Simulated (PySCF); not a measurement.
# Cl₂: magnetic properties

The task here is to estimate one member of a computed series from the others.

Computed with PySCF 2.14.0 and routines of our own; the level stands in each step. Atoms count from 0.

## The starting structure

2 atoms, charge 0, multiplicity 1; geometry from: GFN2-xTB.

Set-up of the first run:

Job settings and geometry (Å):

```
{"job": {"xc": "PBE0", "basis": "def2-SVP", "d3": "d3bj", "grid": 1, "kind": "geom"}, "charge": 0, "multiplicity": 1}
Cl     1.009659    -0.003028    -0.002678
Cl    -1.006902     0.004296    -0.011471
```

Run with:

```console
> OMP_NUM_THREADS=1 python excited_run.py task.json out
```

The driver reads the jobs from task.json and runs them one after another.

Among the steps run: Optimising the geometry at PBE0-D3(BJ)/def2-SVP; Magnetic properties: GIAO HF/aug-pcSseg-2; Magnetic properties: GIAO LDA/aug-pcSseg-2; Magnetic properties: GIAO PBE/aug-pcSseg-2; Magnetic properties: GIAO BLYP/aug-pcSseg-2; Magnetic properties: GIAO BP86/aug-pcSseg-2; Magnetic properties: GIAO OPBE/aug-pcSseg-2; Magnetic properties: GIAO OLYP/aug-pcSseg-2; Magnetic properties: GIAO KT1/aug-pcSseg-2; Magnetic properties: GIAO KT2/aug-pcSseg-2; Magnetic properties: GIAO KT3/aug-pcSseg-2; Magnetic properties: GIAO B97-D/aug-pcSseg-2; Magnetic properties: GIAO HCTH407/aug-pcSseg-2.

One table of the session follows, with a row left open; its other results are not shown here.

It belongs to the step «Magnetic properties side by side». 

| level | gap (eV) |
| --- | --- |
| GIAO HF/aug-pcSseg-2 | 12.60 |
| GIAO LDA/aug-pcSseg-2 | 2.76 |
| GIAO PBE/aug-pcSseg-2 | ? |
| GIAO BLYP/aug-pcSseg-2 | 2.83 |
| GIAO BP86/aug-pcSseg-2 | 2.86 |
| GIAO OPBE/aug-pcSseg-2 | 2.93 |
| GIAO OLYP/aug-pcSseg-2 | 2.88 |
| GIAO KT1/aug-pcSseg-2 | 2.88 |
| GIAO KT2/aug-pcSseg-2 | 2.89 |
| GIAO KT3/aug-pcSseg-2 | 2.92 |
| GIAO B97-D/aug-pcSseg-2 | 2.89 |
| GIAO HCTH407/aug-pcSseg-2 | 2.90 |

Q: Estimate the row for GIAO PBE/aug-pcSseg-2 from the others.

As computed: gap (eV): 2.85. In the column «gap (eV)» it lies between GIAO BLYP/aug-pcSseg-2 (2.83) and GIAO BP86/aug-pcSseg-2 (2.86).

Caveats from the session: Vibrational averaging and real surroundings are missing from these values.
